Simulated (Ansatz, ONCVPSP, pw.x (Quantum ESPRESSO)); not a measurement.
# What a changed setting does to a pw.x run (fcc W)

Potential: optimised norm-conserving Vanderbilt (ONCV), ONCVPSP 4.0.1.1 (patched build), LDA (Perdew-Wang 92); core [Kr] 4d10 4f14, reference 5s2 5p6 5d4 6s1.5 6p0.5; waves: 5s+6s: rc 2.00 bohr, ncon 4, nbas 8, qcut 7.4 1/bohr, 2 projectors; 5p+6p: rc 1.75 bohr, ncon 4, nbas 8, qcut 6.9 1/bohr, 2 projectors; 5d: rc 2.45 bohr, ncon 4, nbas 8, qcut 6.1 1/bohr, 2 projectors, debl 2.2 Ha; local part: polynomial inside 1.10 bohr (lpopt 5, dvloc0 6 Ha); core correction: none.

The reference run (k-mesh 14³, cutoffs 50/200 Ry, Fermi–Dirac 0.01 Ry, mixing_beta 0.4, conv_thr 1e-9, no spin) gives -4.16 GPa at 15.687 Å³/atom, where all-electron LAPW gives 0.24 GPa. This run, with its own iteration cap, changes ecutrho/ecutwfc to 16.

```
&control
  calculation='scf', prefix='x', pseudo_dir='./', outdir='./tmp', tstress=.true., disk_io='none'
/
&system
  ibrav=0, nat=1, ntyp=1, ecutwfc=50, ecutrho=800, nbnd=15,
  occupations='smearing', smearing='fd', degauss=0.01
/
&electrons
  conv_thr=1e-09, mixing_beta=0.4, electron_maxstep=70
/
ATOMIC_SPECIES
W 1.0 W.UPF
CELL_PARAMETERS angstrom
  0.00000000 1.98687235 1.98687235
  1.98687235 0.00000000 1.98687235
  1.98687235 1.98687235 0.00000000
ATOMIC_POSITIONS crystal
W 0.0000 0.0000 0.0000
K_POINTS automatic
14 14 14 0 0 0
```

```bash
pw.x < W.scf.in > W.scf.out
```

**Question.** How does the run end?

**Answer.** It converges in 6 iterations; the free energy moves by +0.0 meV/atom and the pressure by +0.00 GPa. The result is that of the reference run.

```
Message from routine setup:
     no reason to have ecutrho>4*ecutwfc
     Message from routine setup:
     using ibrav=0 with symmetry is DISCOURAGED, use correct ibrav instead
     lattice parameter (alat)  =       5.3099  a.u.
     unit-cell volume          =     105.8611 (a.u.)^3
     number of electrons       =        14.00
     number of Kohn-Sham states=           15
     kinetic-energy cutoff     =      50.0000  Ry
     charge density cutoff     =     800.0000  Ry
     scf convergence threshold =      1.0E-09
     Exchange-correlation= SLA  PW   NOGX NOGC
     number of k points=   104  Fermi-Dirac smearing, width (Ry)=  0.0100
     iteration #  1     ecut=    50.00 Ry     beta= 0.40
     total energy              =    -137.60741846 Ry
     estimated scf accuracy    <       0.05000058 Ry
     iteration #  2     ecut=    50.00 Ry     beta= 0.40
     total energy              =    -137.60756917 Ry
     estimated scf accuracy    <       0.00697850 Ry
     iteration #  3     ecut=    50.00 Ry     beta= 0.40
     total energy              =    -137.60850100 Ry
     estimated scf accuracy    <       0.00029011 Ry
     iteration #  4     ecut=    50.00 Ry     beta= 0.40
     total energy              =    -137.60851987 Ry
     estimated scf accuracy    <       0.00000376 Ry
     iteration #  5     ecut=    50.00 Ry     beta= 0.40
     total energy              =    -137.60852109 Ry
     estimated scf accuracy    <       0.00000022 Ry
     iteration #  6     ecut=    50.00 Ry     beta= 0.40
     the Fermi energy is    21.8287 ev
!    total energy              =    -137.60852111 Ry
     estimated scf accuracy    <          5.9E-10 Ry
     smearing contrib. (-TS)   =      -0.00506539 Ry
     The total energy is F=E-TS. E is the sum of the following terms:
     one-electron contribution =     -19.19495845 Ry
     hartree contribution      =      16.46494067 Ry
     xc contribution           =     -15.20392650 Ry
     ewald contribution        =    -119.66951144 Ry
     convergence has been achieved in   6 iterations
          total   stress  (Ry/bohr**3)                   (kbar)     P=      -41.56
     Message from routine punch:
     Nothing written, as per user request (disk_io='none')
```

The run took about 7.5 s on one core of a shared host (Neoverse-V2, 96 threads, 742 GiB, load 30).
